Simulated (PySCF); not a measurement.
Diiminomethane, CH2N2.
Cartesian coordinates in Å at the PBE0-D3(BJ)/def2-SVP level; atoms count from 1:
```xyz
5
CH2N2 angstrom
N     -1.1760   -0.2654    0.1523
C      0.0000    0.0000    0.0258
N      1.1760    0.2654   -0.1007
H     -1.9629   -0.2260   -0.4722
H      1.9629    0.2260    0.5238
```

Computed, not measured: TDDFT PBE0/def2-SVPD, vertical, gas phase, core orbitals frozen in the response in PySCF 2.14.0, density-fitted response routines.

Orbital energies (eV): HOMO-3 -11.70, HOMO-2 -11.57, HOMO-1 -8.40, HOMO -7.41, LUMO -0.09, LUMO+1 0.71, LUMO+2 2.06.

Lowest singlets, with some entries withheld (?).

```
state  ν̃ (cm⁻¹)  f  main configurations (H = HOMO, L = LUMO)
   S1      42270  ?                                 H→L (99%)
   S2      53860  ?                              H→L+1 (100%)
   S3      55220  ?                  H-1→L (67%), H→L+2 (32%)
   S4      61820  ?                             H-1→L+1 (99%)
   S5      67790  ?                             H-1→L+2 (91%)
   S6      68180  ?                 H→L+3 (90%), H-1→L+2 (8%)
   S7      71550  ?                               H→L+4 (97%)
   S8      74330  ?   H-1→L+3 (58%), H→L+2 (25%), H-1→L (12%)
   S9      75420  ?                               H-3→L (96%)
  S10      79510  ?                 H-1→L+4 (89%), H-2→L (9%)
```

**Question.** Fill in the withheld entries.

**Answer.** 
- S1: f = 0.0017
- S2: f = 0.0000
- S3: f = 0.028
- S4: f = 0.0000
- S5: f = 0.0006
- S6: f = 0.045
- S7: f = 0.0000
- S8: f = 0.326
- S9: f = 0.0000
- S10: f = 0.0000

**Question.** Where do the lowest triplets lie (Tamm–Dancoff)?

**Answer.** T1 4.82 eV, H→L (98%); T2 5.38 eV, H-1→L (94%); T3 6.41 eV, H→L+1 (98%); T4 6.46 eV, H→L+2 (94%). E(S1) − E(T1) = +0.42 eV.

**Question.** Which level carries the most intensity, and what share of the listed sum of f?

**Answer.** S8, with f = 0.326 of 0.401, 81%.

**Question.** What is the mean static polarisability from the same response equations?

**Answer.** 28.4 au (4.20 Å³), with principal values 18.9, 20.1 and 46.1 au.

The vertical ionisation energy (ΔSCF) is 9.97 eV, 0.11 eV above S10.
